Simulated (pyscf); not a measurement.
water (H₂O) + H₂N–Zn–Cl -> HO–Zn–Cl + ammonia (NH₃), a four-centre exchange (singlet surface; H–O, N–Zn broken, O–Zn, H–N formed). Single points on ωB97X-D3(BJ)/def2-SVP structures (PySCF, gas phase). Energies in eV from the separated reactants.

Small-basis levels: PySCF, no dispersion term, spherical d functions. AM1 to PM7: differences of heats of formation from MOPAC, which are fitted to 298 K values and so differ in kind from electronic energies by zero-point and thermal terms. GFN2-xTB: tblite. Cost: rough CPU time at the saddle relative to B3LYP/6-31G*+LANL2DZ, from one job on a shared machine.

| level | barrier | reaction energy | cost |
|---|---|---|---|
| HF/STO-3G | 1.01 | -0.31 | 0.07 |
| HF/6-31G*+LANL2DZ | -0.29 | -0.38 | 0.1 |
| MP2/6-31G*+LANL2DZ | -0.69 | -0.40 | 0.1 |
| BP86/6-31G*+LANL2DZ | -0.98 | -0.43 | 1 |
| PBE/6-31G*+LANL2DZ | -1.04 | -0.43 | 1 |
| B3LYP/STO-3G | -0.46 | -0.60 | 2 |
| M06-2X/6-31G*+LANL2DZ | -1.00 | -0.35 | 2 |
| B3LYP/6-311+G**+LANL2DZ | -0.53 | -0.26 | 2 |
| B3LYP/def2-SVP | -0.66 | -0.27 | 1 |
| GFN2-xTB | -0.30 | -0.10 | under 0.02 |
| PM6 | 0.10 | -0.13 | under 0.02 |
| PM7 | -0.09 | +0.17 | under 0.02 |
| ωB97M-D3(BJ)/def2-TZVP | -0.30 | -0.22 | – |

Against the last row the barrier runs from -0.74 (PBE/6-31G*+LANL2DZ) to +1.31 eV (HF/STO-3G). ωB97M-D3(BJ)/def2-TZVP has limits of its own. On the reactant side the descent ends in an adduct with a O–Zn contact, 0.57 eV under the separated species and 0.23 eV under the saddle at ωB97X-D3(BJ)/def2-TZVP. On the product side the descent ends in an adduct with a N–Zn contact, 1.02 eV under the separated species and 0.91 eV under the saddle at ωB97X-D3(BJ)/def2-TZVP. At ωB97M-D3(BJ) the saddle lies under the separated reactants, which points to a path from their complex (located at ωB97X-D3(BJ) alone). At ωB97M-D3(BJ) the saddle lies under the separated products, which points to a path from their complex (located at ωB97X-D3(BJ) alone). What is counted as formed (O–Zn) is already present as a longer contact in the reactant adduct; forming that adduct is a step of its own. What is counted as broken (N–Zn) persists as a longer contact in the product adduct; parting that adduct is a step of its own. One saddle was located; it need not be the lowest between these sides. In the def2 sets elements up to Kr have no core potential.
